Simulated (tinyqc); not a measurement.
G0W0 on RHF in the sto-6g basis, for OH-, spin multiplicity 1, step by step. The basis has no diffuse functions, so it cannot describe the extra electron: this is an exercise in the method, not the real anion. One step of it, computed by the program tinyqc.

Problem. G0W0 on Hartree-Fock: HOMO. W(p,q,m) = sqrt2 sum_ia (pq|ia) (X+Y)_ia,m; Sigma_c(x) = sum_(i,m) W^2/(x - e_i + w_m) + sum_(a,m) W^2/(x - e_a - w_m); solve x = e_p + Sigma_c(x) by Newton steps; Z = 1/(1 - dSigma/dx); 1 hartree = 27.211386 eV.

orbital energies (hartree): MO1 -19.748125, MO2 -0.591580, MO3 0.075974, MO4 0.188782, MO5 0.188782, MO6 0.994205

Two-electron integrals over orbitals (pq|rs), unique and non-zero (hartree):
```
(11|11) 4.763435    (21|11) -0.461433   (21|21) 0.071656    (22|11) 1.071383
(22|21) -0.019827   (22|22) 0.743881    (31|11) 0.147317    (31|21) -0.022894
(31|22) 0.007517    (31|31) 0.014416    (32|11) -0.181085   (32|21) 0.006680
(32|22) -0.066769   (32|31) 0.009233    (32|32) 0.119142    (33|11) 0.682248
(33|21) -0.005550   (33|22) 0.565870    (33|31) -0.000552   (33|32) 0.021710
(33|33) 0.617532    (41|41) 0.026663    (42|41) 0.034412    (42|42) 0.159748
(43|41) -0.009997   (43|42) -0.040497   (43|43) 0.028810    (44|11) 1.117093
(44|21) -0.012426   (44|22) 0.773853    (44|31) 0.003823    (44|32) -0.096900
(44|33) 0.546087    (44|44) 0.880663    (51|51) 0.026663    (52|51) 0.034412
(52|52) 0.159748    (53|51) -0.009997   (53|52) -0.040497   (53|53) 0.028810
(54|54) 0.047461    (55|11) 1.117093    (55|21) -0.012426   (55|22) 0.773853
(55|31) 0.003823    (55|32) -0.096900   (55|33) 0.546087    (55|44) 0.785741
(55|55) 0.880663    (61|11) -0.115758   (61|21) 0.018368    (61|22) -0.003016
(61|31) 0.006537    (61|32) 0.020821    (61|33) -0.005206   (61|44) -0.002984
(61|55) -0.002984   (61|61) 0.026414    (62|11) 0.153361    (62|21) -0.004655
(62|22) 0.078924    (62|31) 0.016172    (62|32) 0.052851    (62|33) 0.001853
(62|44) 0.082689    (62|55) 0.082689    (62|61) 0.023609    (62|62) 0.111408
(63|11) 0.307794    (63|21) -0.004235   (63|22) 0.157981    (63|31) -0.002706
(63|32) -0.107849   (63|33) -0.011574   (63|44) 0.180086    (63|55) 0.180086
(63|61) -0.008311   (63|62) 0.020412    (63|63) 0.185066    (64|41) 0.007449
(64|42) 0.030375    (64|43) 0.014684    (64|64) 0.037809    (65|51) 0.007449
(65|52) 0.030375    (65|53) 0.014684    (65|65) 0.037809    (66|11) 0.944298
(66|21) -0.011138   (66|22) 0.675689    (66|31) 0.010198    (66|32) 0.003385
(66|33) 0.612581    (66|44) 0.669107    (66|55) 0.669107    (66|61) 0.008723
(66|62) 0.078362    (66|63) 0.075125    (66|66) 0.708413
```

excitation energies w (hartree): 0.877790  0.877790  1.231712  1.796225  20.795108

X + Y:
```
            1          2          3          4          5
1>6  0.000000   0.000000   0.001678  -0.004214   0.998729
2>6  0.000000   0.000000  -0.065634   0.938023   0.000348
3>6  0.000000   0.000000   0.861973   0.041358  -0.000071
4>6  0.076154   0.954860   0.000000   0.000000   0.000000
5>6  0.954860  -0.076154   0.000000   0.000000   0.000000
```

Give: The 12 largest terms at x = e_p; Newton steps; quasiparticle energy of the HOMO; Hartree-Fock value.

Solution.

The 12 largest terms at x = e_p (hartree; W for the signs of X + Y given):
```
q  m        W       term
5  3   0.2118     0.0364
5  4   0.1202     0.0080
6  1   0.0511    -0.0015
2  1   0.0410     0.0010
3  1   0.0198   3.97e-04
6  2  -0.0041  -9.85e-06
2  2  -0.0033   6.45e-06
1  1   0.0101   4.86e-06
3  2  -0.0016   2.52e-06
5  5  -0.0042   8.45e-07
1  2  -0.0008   3.09e-08
```

Newton steps (hartree):
```
step       x  Sigma_c(x)       Z
0     0.1888      0.0444  0.9652
1     0.2316      0.0429  0.9673
2     0.2316      0.0429  0.9673
```

quasiparticle energy of the HOMO = 6.3032 eV

Hartree-Fock value = 5.1370 eV
